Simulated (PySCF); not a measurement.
# UMP2/3-21G run of BHClO (SMILES O[B]Cl)

Aim: the vertical ionisation energy of BHClO at UMP2/3-21G, from 2 runs. The job is set up through a Python script.

The results are computed with PySCF 2.14.0.

**1. The structure to begin with**

BHClO has 4 atoms, charge 0, and is taken as a doublet. SMILES: `O[B]Cl`. Geometry: relaxed at PBE0-D4/def2-TZVP.

Bond lengths: O1–B2 1.334 Å, B2–Cl3 1.740 Å, O1–H4 0.961 Å. Angles: O1–B2–Cl3 122.2°, B2–O1–H4 113.5°.

**2. The energy at UMP2/3-21G**

run.py

```python
from pyscf import gto, scf, mp

mol = gto.M(
    atom='''
O    0.545600   0.191100  -0.589300
B   -0.429900   0.065600   0.312600
Cl  -0.557200  -1.323200   1.352900
H    0.497000   1.006200  -1.096500
''',
    charge=0,
    max_memory=1860,
    verbose=3,
    basis='3-21g',
    spin=1,
)

hf = scf.UHF(mol)
hf.conv_tol = 1e-10
hf.kernel()
if not hf.converged:
    hf = hf.newton().run(hf.mo_coeff, hf.mo_occ)

pt = mp.MP2(hf, frozen=7).run()
e_final = pt.e_tot
print('Final energy', e_final)
```

Command:

```bash
$ OMP_NUM_THREADS=1 python run.py
```

The log of the run:

```text
converged SCF energy = -556.893157943648  <S^2> = 0.7541966  2S+1 = 2.0041922
E(UMP2) = -557.096212381271  E_corr = -0.203054437623041
E(SCS-UMP2) = -557.091796242796  E_corr = -0.198638299147349
Final energy -557.0962123812712
```

It took 0.83 s on 1 thread of Arm Neoverse V1, shared host; peak memory 0.12 GiB.

**3. The singlet cation at the same level**

job.py

```python
from pyscf import gto, scf, mp

mol = gto.M(
    atom='''
O        0.545600       0.191100      -0.589300
B       -0.429900       0.065600       0.312600
Cl      -0.557200      -1.323200       1.352900
H        0.497000       1.006200      -1.096500
''',
    charge=1,
    verbose=4,
    max_memory=1860,
    spin=0,
    basis='3-21g',
)

myscf = scf.RHF(mol)
myscf.conv_tol = 1e-10
myscf.kernel()
if not myscf.converged:
    myscf = myscf.newton().run(myscf.mo_coeff, myscf.mo_occ)

pt = mp.MP2(myscf, frozen=7).run()
e_final = pt.e_tot
print(f'total energy: {e_final:.8f} hartree')
```

Command:

```bash
$ OMP_NUM_THREADS=1 python job.py
```

The log of the run:

```text
PySCF version 2.14.0

[INPUT] num. atoms = 4
[INPUT] num. electrons = 30
[INPUT] charge = 1
[INPUT] spin (= nelec alpha-beta = 2S) = 0
[INPUT] symmetry False subgroup None
[INPUT] Mole.unit = angstrom
[INPUT] Symbol           X                Y                Z      unit          X                Y                Z       unit  Magmom
[INPUT]  1 O      0.545600000000   0.191100000000  -0.589300000000 AA    1.031034573563   0.361126662404  -1.113615605206 Bohr   0.0
[INPUT]  2 B     -0.429900000000   0.065600000000   0.312600000000 AA   -0.812393260951   0.123966033771   0.590728386539 Bohr   0.0
[INPUT]  3 Cl    -0.557200000000  -1.323200000000   1.352900000000 AA   -1.052955396608  -2.500485608024   2.556610473924 Bohr   0.0
[INPUT]  4 H      0.497000000000   1.006200000000  -1.096500000000 AA    0.939193883909   1.901442426537  -2.072084695586 Bohr   0.0

nuclear repulsion = 76.699725487475
number of shells = 19
number of NR pGTOs = 60
number of NR cGTOs = 33
basis = 3-21g
ecp = {}

******** <class 'pyscf.scf.hf.RHF'> ********
method = RHF
initial guess = minao
damping factor = 0
level_shift factor = 0
DIIS = <class 'pyscf.scf.diis.CDIIS'>
diis_start_cycle = 1
diis_space = 8
diis_damp = 0
SCF conv_tol = 1e-10
SCF conv_tol_grad = None
SCF max_cycles = 50
direct_scf = True
direct_scf_tol = 1e-13
Set gradient conv threshold to 1e-05
Initial guess from minao.
init E= -556.93414041227
  HOMO = -0.462310646409115  LUMO = -0.0961646823624607  gap/eV = 9.96334
cycle= 1 E= -556.453079451026  delta_E= 0.481  |g|= 0.544  |ddm|= 1.88
  HOMO = -0.728898151897102  LUMO = -0.381055278056029  gap/eV = 9.46529
cycle= 2 E= -556.540445820214  delta_E= -0.0874  |g|= 0.308  |ddm|= 0.91
  HOMO = -0.748823361559782  LUMO = -0.307190604287938  gap/eV = 12.01744
cycle= 3 E= -556.562308744769  delta_E= -0.0219  |g|= 0.0669  |ddm|= 0.262
  HOMO = -0.740557718389788  LUMO = -0.288801617016128  gap/eV = 12.29291
cycle= 4 E= -556.563274810843  delta_E= -0.000966  |g|= 0.0138  |ddm|= 0.0597
  HOMO = -0.738225508217398  LUMO = -0.290649417866236  gap/eV = 12.17917
cycle= 5 E= -556.563376154365  delta_E= -0.000101  |g|= 0.00527  |ddm|= 0.0274
  HOMO = -0.739831542364939  LUMO = -0.290833230849671  gap/eV = 12.21787
cycle= 6 E= -556.563393712418  delta_E= -1.76e-05  |g|= 0.00181  |ddm|= 0.0103
  HOMO = -0.739748047075882  LUMO = -0.290806698609842  gap/eV = 12.21632
cycle= 7 E= -556.563398696104  delta_E= -4.98e-06  |g|= 0.000702  |ddm|= 0.00688
  HOMO = -0.739869032333369  LUMO = -0.29080707172752  gap/eV = 12.21960
cycle= 8 E= -556.563399514967  delta_E= -8.19e-07  |g|= 0.000137  |ddm|= 0.00328
  HOMO = -0.739887897926651  LUMO = -0.290815428267382  gap/eV = 12.21988
cycle= 9 E= -556.563399536751  delta_E= -2.18e-08  |g|= 2.09e-05  |ddm|= 0.000518
  HOMO = -0.739887341637603  LUMO = -0.290813806146737  gap/eV = 12.21991
cycle= 10 E= -556.563399537266  delta_E= -5.14e-10  |g|= 6.88e-06  |ddm|= 6.7e-05
  HOMO = -0.739887031187543  LUMO = -0.290813595826866  gap/eV = 12.21991
cycle= 11 E= -556.563399537333  delta_E= -6.75e-11  |g|= 1.84e-06  |ddm|= 2.76e-05
  HOMO = -0.739886994275292  LUMO = -0.290813786905024  gap/eV = 12.21990
Extra cycle  E= -556.563399537336  delta_E= -2.96e-12  |g|= 1.05e-06  |ddm|= 3.96e-06
converged SCF energy = -556.563399537336

******** <class 'pyscf.mp.mp2.RMP2'> ********
nocc = 8, nmo = 26
frozen orbitals 7
E(RMP2) = -556.793130555358  E_corr = -0.229731018022087
E(SCS-RMP2) = -556.787980643818  E_corr = -0.224581106481758
E_corr(same-spin) = -0.0589570559362458
E_corr(oppo-spin) = -0.170773962085841
total energy: -556.79313056 hartree
```

Wall time 0.76 s (1 thread of Arm Neoverse V1, shared host); peak memory 0.12 GiB.

**4. Outcome**

Level: UMP2/3-21G, 7 core orbitals frozen.

| quantity | value |
| --- | --- |
| doublet BHClO: total energy | -557.09621 Eh |
| doublet BHClO: dipole moment (Hartree–Fock density) | 3.55 D |
| doublet BHClO: HOMO energy (Hartree–Fock orbitals) (highest over α and β) | -9.83 eV |
| doublet BHClO: LUMO energy (Hartree–Fock orbitals) (lowest over α and β) | 2.60 eV |
| doublet BHClO: correlation energy (7 core orbitals frozen) | -203.1 mEh |
| doublet BHClO: ⟨S²⟩ of the reference determinant | 0.754 |
| singlet cation: total energy | -556.79313 Eh |
| singlet cation: HOMO energy (Hartree–Fock orbitals) | -20.13 eV |
| singlet cation: LUMO energy (Hartree–Fock orbitals) | -7.91 eV |
| singlet cation: HOMO–LUMO gap (Hartree–Fock orbitals) | 12.22 eV |
| singlet cation: correlation energy (7 core orbitals frozen) | -229.7 mEh |
| vertical ionisation energy (to the singlet cation) | 8.247 eV |

In words: The vertical ionisation energy comes to 8.25 eV (796 kJ/mol). Only the singlet of the ionised species was computed; a triplet could lie lower. Mulliken charges (doublet BHClO) of the mean-field density run from -0.68 on O1 to +0.53 on B2. Mulliken charges (singlet cation) of the mean-field density run from -0.56 on O1 to +0.94 on B2.
